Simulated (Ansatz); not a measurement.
# C2H7NS2: the cost of one run

All numbers below are computed with Ansatz 0.2.0 (RHF/STO-3G).

### 1 Starting point

Bond lengths: C1–N2 1.419 Å, N2–C3 1.466 Å, C3–S4 1.801 Å, S4–S5 2.003 Å, C1–H6 1.065 Å, C1–H7 1.145 Å, C1–H8 1.069 Å, N2–H9 1.061 Å, C3–H10 1.126 Å, C3–H11 1.067 Å, S5–H12 1.341 Å. Angles (14 of 17 angles, heavy atoms first): C1–N2–C3 112.2°, N2–C3–S4 114.5°, C3–S4–S5 105.7°, C1–N2–H9 110.0°, C3–N2–H9 108.9°, N2–C1–H6 114.8°, N2–C1–H7 109.5°, N2–C1–H8 110.1°, N2–C3–H10 105.7°, N2–C3–H11 110.9°, S4–C3–H10 105.1°, S4–C3–H11 112.8°, S4–S5–H12 99.8°, H6–C1–H7 106.0°.

As a file:

```xyz
12

C    -1.1828   -1.0041    0.8309
N     0.1686   -0.6201    0.6320
C     0.4727   -0.3796   -0.7816
S     0.0850    1.2821   -1.3575
S     1.0414    2.5254   -0.1122
H    -1.4903   -1.8591    0.2763
H    -1.8745   -0.1522    0.5054
H    -1.3800   -1.1281    1.8747
H     0.3808    0.2604    1.1840
H     1.5919   -0.4679   -0.8717
H     0.0474   -1.1405   -1.3967
H     2.2169    2.6286   -0.7495
```

### 2 Relaxing the start

The input, input.yaml:

```yaml
crystal:
  periodic: [false, false, false]
  atoms:
    - { symbol: C, position_ang: [-1.1828, -1.0041, 0.8309] }
    - { symbol: "N", position_ang: [0.1686, -0.6201, 0.632] }
    - { symbol: C, position_ang: [0.4727, -0.3796, -0.7816] }
    - { symbol: S, position_ang: [0.085, 1.2821, -1.3575] }
    - { symbol: S, position_ang: [1.0414, 2.5254, -0.1122] }
    - { symbol: H, position_ang: [-1.4903, -1.8591, 0.2763] }
    - { symbol: H, position_ang: [-1.8745, -0.1522, 0.5054] }
    - { symbol: H, position_ang: [-1.38, -1.1281, 1.8747] }
    - { symbol: H, position_ang: [0.3808, 0.2604, 1.184] }
    - { symbol: H, position_ang: [1.5919, -0.4679, -0.8717] }
    - { symbol: H, position_ang: [0.0474, -1.1405, -1.3967] }
    - { symbol: H, position_ang: [2.2169, 2.6286, -0.7495] }
basis:
  gaussian: { orbitals: STO-3G }
hamiltonian:
  xc: hf
relax:
  f_tol: 0.02
  max_steps: 40
scf:
  lower_state_search: "off"
output:
  orbitals: {}
```

Launch:

```bash
$ ansatz run input.yaml --threads 1 --pin off --max-ram 2048MiB --backend cpu --events-out ev --progress --plain --runs-dir out
```

Q: Estimate wall time and peak memory on 1 thread of Arm Neoverse V1, shared host.

About 10 s, with a peak of 0.11 GiB.
